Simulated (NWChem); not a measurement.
Correlation energy of Na (+1)

```
Na
```
Charge +1, spin multiplicity 1.

Everything below was run with NWChem.

Basis set: def2-TZVP. Each correlation energy counts from its own Hartree-Fock reference.

The correlated methods keep 1 core orbital frozen. Coupled-cluster values serve here as a point of comparison, not as the truth.

| method | correlation energy (mHa) |
|---|---|
| CR-CCSD[T] | -165.9 |
| MP2 | (withheld) |
| SCS-MP2 | (withheld) |
| CR-CCSD(T) | -165.7 |
| CCSD | (withheld) |
| CCSD+T(CCSD) | (withheld) |
| CCSDT | -165.8 |
| CCSD(T) | -165.8 |

Task: What belongs in the gaps?

Result: 
- MP2, correlation energy (mHa): -159.0
- SCS-MP2, correlation energy (mHa): -152.8
- CCSD, correlation energy (mHa): -163.9
- CCSD+T(CCSD), correlation energy (mHa): -166.1
